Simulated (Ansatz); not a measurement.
The input, for Ansatz 0.2.0:

```yaml
crystal:
  periodic: [false, false, false]
  atoms:
    - {symbol: H, position_ang: [-2.602474, 0.000000, -0.000001]}
    - {symbol: H, position_ang: [-1.545474, 0.000000, 0.000000]}
    - {symbol: Ge, position_ang: [0.036526, 0.000000, 0.000000]}
    - {symbol: H, position_ang: [0.505195, -1.465915, 0.000000]}
    - {symbol: H, position_ang: [0.505195, 0.732957, -1.269519]}
    - {symbol: H, position_ang: [0.505194, 0.732957, 1.269520]}
basis:
  gaussian: {orbitals: cc-pVDZ}
magnetization: {spin_polarized: true, initial_magnetization: 1}
hamiltonian: {xc: {name: BLYP}}
```

```sh
$ ansatz run in.yaml --threads 1 --pin off --events-out ev --progress --plain --max-ram 2393MiB
```

The program prints:

```
665 factors; their error is unknown
mean field evaluation 1: about -56595.9840 eV, gradient 9.7e0 eV
mean field evaluation 2: about -56596.6295 eV, gradient 4.1e0 eV
mean field evaluation 4: about -56596.7477 eV, gradient 2.4e-1 eV
mean field evaluation 8: about -56596.7416 eV, gradient 1.7e-2 eV
mean field -56596.74163786 eV, -2079.8918925421 hartree, gradient 3.4e-5 eV, S^2 0.753172; 0 other end points of the search recorded, 0 dependent functions left out
reference -56596.74195636 eV, -2079.8919042468 hartree; 19, 18 occupied and 33, 34 virtual orbitals, 665 factors
Total energy: -56596.74195636 eV, -2079.8919042468 hartree
```

Ran on 1 thread of Intel Xeon Platinum 8259CL, shared host: 1.3 s wall, 0.19 GiB peak host memory.
